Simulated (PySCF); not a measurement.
## Phosphorus: a sound run and one with changed settings

Sound run: P [Ne] 3s2 3p3, P⁺ [Ne] 3s2 3p2. Calculation: PySCF 2.14, in cc-pV(T+d)Z; the non-relativistic Hamiltonian (point nucleus). In the sound run the correlated levels freeze [Ne]. The sound run starts from symmetry-adapted Hartree-Fock orbitals and uses a fine grid where one is needed.

Changed run: all electrons correlated in a basis built for the valence shell.

| species | method | sound run (hartree) | changed run (hartree) | converged |
| --- | --- | --- | --- | --- |
| P | MP2 | -340.79974 | -340.90137 | yes |
| P | CCSD(T) | -340.82157 | -340.92332 | yes |
| P⁺ | MP2 | -340.41454 | -340.51623 | yes |
| P⁺ | CCSD(T) | -340.43727 | -340.53935 | yes |

Ionisation energy of P:

| method | sound run (eV) | changed run (eV) |
| --- | --- | --- |
| UHF | 9.912 | 9.912 |
| MP2 | 10.482 | 10.480 |
| SCS-MP2 | 10.307 | 10.306 |
| CCSD | 10.416 | 10.408 |
| CCSD(T) | 10.458 | 10.448 |

A valence basis has no tight correlating functions, so it recovers only part of the core correlation, and not evenly between atom and ion.

For comparison, NIST gives 10.487 eV between the lowest levels.
